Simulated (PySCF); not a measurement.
Species: C6H5F.
Cartesian coordinates in Å at the PBE0-D3(BJ)/def2-SVP level; atoms count from 1:
```
atom  x, y, z in Å
F1    -2.235   -1.278   -0.121
C2    -1.117   -0.551   -0.129
C3     0.113   -1.200   -0.154
C4     1.277   -0.433   -0.162
C5     1.207    0.960   -0.146
C6    -0.038    1.588   -0.122
C7    -1.211    0.836   -0.113
H8     0.140   -2.291   -0.166
H9     2.248   -0.933   -0.181
H10    2.122    1.555   -0.153
H11   -0.100    2.679   -0.109
H12   -2.197    1.304   -0.094
```

Level: PBE0/pcSseg-1 and CAM-B3LYP/def2-SVPD in PySCF, non-relativistic, on one gas-phase PBE0-D3(BJ)/def2-SVP geometry that isn't relaxed in the solvent. The solvent is an IEF-PCM continuum (Bondi radii, 1.10 Å for H, scaled by 1.2). Specific hydrogen bonds and non-electrostatic terms are outside this model.

Gas phase at PBE0/pcSseg-1: HOMO -7.25 eV, LUMO -0.54 eV, dipole 1.43 D.

**Question.** What does the continuum do to the energy, the frontier levels and the dipole at PBE0/pcSseg-1 in chloroform and dimethylsulfoxide?

**Answer.** 
```csv
solvent,ε,E(solvent) − E(gas) (kcal/mol),polarisation term (kcal/mol),distortion of the solute (kcal/mol),HOMO (eV),LUMO (eV),dipole (D)
chloroform,4.711,-2.17,-2.35,0.18,-7.24,-0.50,1.70
dimethylsulfoxide,46.83,-3.07,-3.43,0.36,-7.26,-0.51,1.81
```

The first energy column is the sum of the next two and covers electrostatics alone. From chloroform to dimethylsulfoxide the lowering changes by a factor 1.41, Onsager's factor (ε − 1)/(2ε + 1) by 1.36 and ε itself by 9.9.

**Question.** Which radius a makes the point-dipole formula ΔE = −[(ε − 1)/(2ε + 1)]·μ²/a³ give the value in dimethylsulfoxide, with the gas-phase dipole?

**Answer.** μ = 0.564 au and |ΔE| = 0.00489 Eh give a = 1.67 Å; the farthest nucleus lies 2.69 Å from the centroid of the nuclei, so such a sphere wouldn't even hold the nuclei. The formula assumes a rigid point dipole at the centre of a sphere.

**Question.** Give the dipole vector in the frame of the coordinates (D, pointing from negative to positive charge), gas and dimethylsulfoxide.

**Answer.** Gas (1.20, 0.78, -0.01), solvent (1.52, 0.99, -0.01). Its length changes by +26 % and its direction by less than 1°.

**Question.** Which ESP-fitted charges (PBE0/pcSseg-1) respond most in chloroform (means over atoms taken as equivalent)?

**Answer.** 
```
 atoms          environment  gas (e)  solvent (e)  change
   H10    aromatic hydrogen   +0.161       +0.173  +0.012
H9/H11    aromatic hydrogen   +0.142       +0.154  +0.012
    C5   aromatic CH carbon   -0.241       -0.253  -0.012
H8/H12    aromatic hydrogen   +0.187       +0.199  +0.012
    F1        aryl fluorine   -0.209       -0.220  -0.011
 C3/C7   aromatic CH carbon   -0.333       -0.344  -0.011
 C4/C6   aromatic CH carbon   -0.063       -0.068  -0.005
    C2  aromatic C–F carbon   +0.423       +0.419  -0.004
```

Gas phase at CAM-B3LYP/def2-SVPD: HOMO -8.49 eV, LUMO 0.49 eV, dipole 1.56 D.

**Question.** What does the continuum do to the energy, the frontier levels and the dipole at CAM-B3LYP/def2-SVPD in chloroform and dimethylsulfoxide?

**Answer.** 
| solvent | ε | E(solvent) − E(gas) (kcal/mol) | polarisation term (kcal/mol) | distortion of the solute (kcal/mol) | HOMO (eV) | LUMO (eV) | dipole (D) |
| --- | --- | --- | --- | --- | --- | --- | --- |
| chloroform | 4.711 | -2.10 | -2.30 | 0.20 | -8.46 | 0.56 | 1.88 |
| dimethylsulfoxide | 46.83 | -2.96 | -3.37 | 0.41 | -8.47 | 0.57 | 2.00 |

**Question.** How does the static polarisability (CAM-B3LYP/def2-SVPD, frozen core, with the continuum's full static response) change?

**Answer.** 
```tsv
medium	isotropic (au)	principal values (au)	⟨r²⟩ of the electrons (bohr²)
gas	67.3	41.8, 79.1, 81.1	650.6
chloroform	85.0	51.5, 101.2, 102.2	649.9
dimethylsulfoxide	93.5	57.5, 111.4, 111.6	649.6
```

The isotropic value in dimethylsulfoxide is 1.39 times the gas-phase one; no cavity-field correction is applied. ⟨r²⟩ is taken about the centre of nuclear charge.

Cost: about 30 s of CPU time on one thread; the machine was shared, so the figure is rough. This is the whole shielding run at PBE0/pcSseg-1 in dimethylsulfoxide, SCF included.
